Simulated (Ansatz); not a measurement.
Rutile CrO2, treated with r²SCAN (plane waves, PAW; Ansatz, a quantum-chemistry and plane-wave program).

Run with plane-wave cutoff 500 eV, 10×10×14 k mesh (along the axes of the cell as run), Fermi–Dirac smearing 0.05 eV, spin-polarised with parallel moments, scalar-relativistic PAW data made under PBE.

Cell (relaxed at this level):

```cif
data_Cr2O4
_chemical_formula_sum 'Cr2 O4'
_space_group_name_H-M_alt 'P42/mnm'
_space_group_IT_number 136
_space_group_name_Hall '-P 4n 2n'
_cell_length_a 4.40419
_cell_length_b 4.40419
_cell_length_c 2.91143
_cell_angle_alpha 90.000
_cell_angle_beta 90.000
_cell_angle_gamma 90.000
loop_
_atom_site_label
_atom_site_type_symbol
_atom_site_symmetry_multiplicity
_atom_site_Wyckoff_symbol
_atom_site_fract_x
_atom_site_fract_y
_atom_site_fract_z
_atom_site_occupancy
Cr1 Cr 2 a 0.00000 0.00000 0.00000 1
O1 O 4 f 0.30279 0.30279 0.00000 1
```

**Question.** Give the computed magnetic moment (largest site, within a sphere).

**Answer.** 
- magnetic moment (largest site, within a sphere) = 1.83 μB

Moments are spin moments.

Static lattice: no zero-point or thermal effects.

Computing time: roughly 4 core-minutes.
